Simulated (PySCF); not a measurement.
H3OS(-): water and hydrosulfide

The system is a cluster of water and hydrosulfide, charge -1, singlet.

Parts: 1 = water (O), atoms 1–3; 2 = hydrosulfide ([SH-]), atoms 4–5, charge -1.

```xyz
5

O    -0.2828    0.3354    0.2718
H     0.6884    0.1687    0.1234
H    -0.6709   -0.3672   -0.2544
S     2.6847   -0.5624   -0.4540
H     2.7577    0.2167   -1.5477
```
Atom numbers follow the order of the file, from 1.

In these coordinates H2···S4 is 2.203 Å. Part 2 is then moved rigidly along that line, all else held; at short range other atoms may come into contact.

The starting structure comes from a short search with a few starts; no frequency run checks that it is a minimum, and another way of binding may lie lower.

Level of theory: CCSD(T)/aug-cc-pVDZ and MP2/aug-cc-pVTZ, aug-cc-pVQZ counterpoise interaction energy, frozen core, gas phase, in PySCF 2.14.0. Geometry: PBE0-D3(BJ)/def2-TZVPD.

Counterpoise energies in kJ/mol, cluster less the parts frozen as they stand in it; small is aug-cc-pVDZ, large aug-cc-pVQZ. Estimated limit: HF in aug-cc-pVQZ, MP2 correlation extrapolated as X⁻³ from aug-cc-pVTZ and aug-cc-pVQZ, and CCSD(T) less MP2 in aug-cc-pVDZ; it isn't the exact limit.

```
H2···S4 (Å)  HF large  MP2 large  SCS-MP2 large  CCSD(T) small  CCSD(T) limit est.
      1.983     -37.7      -59.6          -53.6          -48.9               -58.1
      2.093     -45.8      -64.0          -58.9          -55.2               -63.0
      2.203         ?          ?              ?              ?                   ?
      2.313     -52.4      -64.9          -61.2          -59.0               -64.4
      2.423     -52.8      -63.1          -60.0          -58.3               -62.8
      2.754         ?          ?              ?              ?                   ?
      3.304     -37.6      -39.6          -38.7          -38.8               -39.6
      4.406     -21.9      -21.7          -21.4          -21.4               -21.5
```

Task: Fill in the withheld rows.

Result: 
| H2···S4 (Å) | HF large | MP2 large | SCS-MP2 large | CCSD(T) small | CCSD(T) limit est. |
| --- | --- | --- | --- | --- | --- |
| 2.203 | -50.4 | -65.5 | -61.1 | -58.2 | -64.7 |
| 2.754 | -48.7 | -54.4 | -52.5 | -52.1 | -54.4 |

The 8 runs took 3.3 min in all, one thread each of Arm Neoverse V1 on a shared host, launched as `OMP_NUM_THREADS=1 python cluster_run.py task.json out`.
